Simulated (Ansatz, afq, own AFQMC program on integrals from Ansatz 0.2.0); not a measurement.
**NH2O, quartet in cc-pVTZ, levels against CCSDT(Q)**

```yaml
atoms:
  - { symbol: O, position_ang: [-1.1454, -0.0292, 0.0000] }
  - { symbol: H, position_ang: [-1.3947, 0.8974, 0.0000] }
  - { symbol: H, position_ang: [-0.0264, -0.0292, 0.0000] }
  - { symbol: N, position_ang: [1.4106, -0.0292, 0.0000] }
```

Connectivity, by distances: OH2 ··· N.

Basis cc-pVTZ. Noble-gas cores (and the filled d shells of Ga–Kr and In–Xe) are frozen. AFQMC by an in-house program on the Cholesky factors that Ansatz 0.2.0 writes for its CCSD(T) run. ph-AFQMC/CISD is guided by a CISD state made of CCSD amplitudes; releasing the constraint for a short imaginary time cuts its bias at the price of noise, slowly where states lie close. Error bars are statistical, one sigma.

Determinant: UHF, the one that the program's search chose, which needn't be the lowest solution. The geometry is a point of a scan.

No full CI on the walks' own integrals is used here; CCSDT(Q) serves as the reference and is uncertain by about the last step of the cluster series.

Cautions: lower spins were not checked; the released energies have errors that jump between times, so the bars are unsure, so no released level is given (meV from the phaseless value at times in 1/Eh: -20 ± 5 at 0.24, -28 ± 5 at 0.51, -11097 ± 11061 at 0.99, -35 ± 7 at 1.62, -29 ± 11 at 2.40), though the last usable value meets CCSDT(Q) within the noise.

- T1 diagnostic: 0.0139
- weight of the determinant in the CISD state: 0.896
- ⟨S²⟩ of the determinant: 3.769
- size of the correlated space: 13 electrons in 86 orbitals

Reference: CCSDT(Q), correlation energy -11.048 eV.

| level | E − E(reference) (kcal/mol) | share of correlation (%) |
| --- | --- | --- |
| HF | 254.78 | 0.00 |
| MP2 | 21.61 | 91.52 |
| CCSD | 8.44 | 96.69 |
| CCSD(T) | 0.76 | 99.70 |
| CCSDT | 0.39 | 99.85 |
| ph-AFQMC/CISD | 0.60 ± 0.12 | 99.76 |

A walk keeps the symmetry of its determinant, which the program's search chose and which needn't be the lowest solution, so a lower state of the same spin and another symmetry isn't excluded.
